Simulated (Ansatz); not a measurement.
## How far a parabola holds: energy against volume of fcc Cu

fcc Cu was calculated with BLYP in Ansatz (plane waves, PAW). Numerical settings: plane-wave cutoff 520 eV, 26×26×26 k mesh, Fermi–Dirac smearing 0.05 eV, no spin polarisation, scalar-relativistic PAW data made under PBE. The cell has no free parameter but its volume, all volumes share cutoff and mesh, and the runs aren't spin-polarised. Energies are free energies at the run's smearing, counted from the lowest row; static lattice.

| V (Å³/atom) | E (meV/atom) |
|---|---|
| 11.919 | ? |
| 12.172 | 8.18 |
| 12.426 | 2.01 |
| 12.679 | 0.00 |
| 12.933 | 1.66 |
| 13.187 | 6.57 |

Problem. Fit E against V with a parabola, and predict the withheld value at V = 11.919.

Solution. With u = V - 12.7, the rows have u = -0.5280, -0.2740, -0.0210, 0.2330, 0.4870. Least squares gives E = -0.021 - 0.233·u + 28.647·u². Residuals (row less fit): 0.092, -0.184, 0.003, 0.180, -0.090; standard error 0.203 (degrees of freedom: 2). The fitted curve has its minimum at V = 12.7, where E = -0.02. Its curvature is d²E/dV² = 2 × 28.647 meV/Å⁶, so B = V0·d²E/dV² × 0.1602 = 117 GPa. At the withheld row, u = -0.7810, so E = -0.021 - 0.233 × (-0.7810) + 28.647 × (-0.7810)² = 17.635 meV/atom. The calculation gives 19.03 meV/atom, 1.395 meV/atom above the prediction (7.3 % of the range of E in the table). The row lies outside the fitted rows, so this is an extrapolation. From the scatter of the fitted rows alone, a prediction at this place has a standard error of 0.480 meV/atom, so the miss is 2.9 times that.

The residuals are curvature that a parabola lacks, not noise. A solid that stiffens under compression and softens on expansion lies above the parabola at the compressed end and under it at the expanded end, as this row does. A third-order Birch-Murnaghan fit to the whole scan has B0 = 116 GPa. Only scans are tabulated whose curvature falls smoothly with volume, and where the parabola meets the shown rows within 5 % of their range and misses the end by 0.1 meV or more.

Measured, for comparison: bulk modulus 144 GPa (0 K value with the zero-point phonon effect removed, sources range from 140 to 145; as tabulated in Mejia-Rodriguez and Trickey (2018), arXiv:1807.09216). Computed less measured: bulk modulus -19 % (-17 % to -20 % over the range).

Ansatz is an electronic-structure program.
